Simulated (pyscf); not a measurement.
Thermochemistry of product channels of H₃Si–SiH₃ (SMILES [SiH3][SiH3]) + Cl• (SMILES [Cl]) on the doublet surface, in kcal/mol, from ωB97M-D3(BJ)/def2-TZVP energies (ideal gas, 1 atm, RRHO with modes under 100 cm⁻¹ raised to 100, one conformer, R ln 2 for rigid chiral ones). Single points on ωB97X-D3(BJ)/def2-SVP structures (PySCF, gas phase).

| products | ΔE | ΔH(298 K) | ΔG(600 K) | ΔG(900 K) |
|---|---|---|---|---|
| H₃Si–Cl (SMILES [SiH3]Cl) + SiH₃• (SMILES [SiH3]) | -32.3 | -33.2 | -37.9 | (withheld) |
| H₃Si–SiH•–Cl (SMILES [SiH3][SiH]Cl) + H₂ (SMILES [H][H]) | -29.7 | -31.6 | -35.3 | -37.5 |
| •H₂Si–SiH₃ (SMILES [SiH2][SiH3]) + HCl (SMILES Cl) | (withheld) | -13.5 | -20.1 | (withheld) |

Problem. Some entries are withheld; supply them.

Solution. 
- H₃Si–Cl (SMILES [SiH3]Cl) + SiH₃• (SMILES [SiH3]), ΔG(900 K): -39.7
- •H₂Si–SiH₃ (SMILES [SiH2][SiH3]) + HCl (SMILES Cl), ΔE: -12.5
- •H₂Si–SiH₃ (SMILES [SiH2][SiH3]) + HCl (SMILES Cl), ΔG(900 K): -23.4

These are energies of the channels, which say nothing of barriers. Left out: orbital degeneracy and the spin-orbit lowering of Cl.
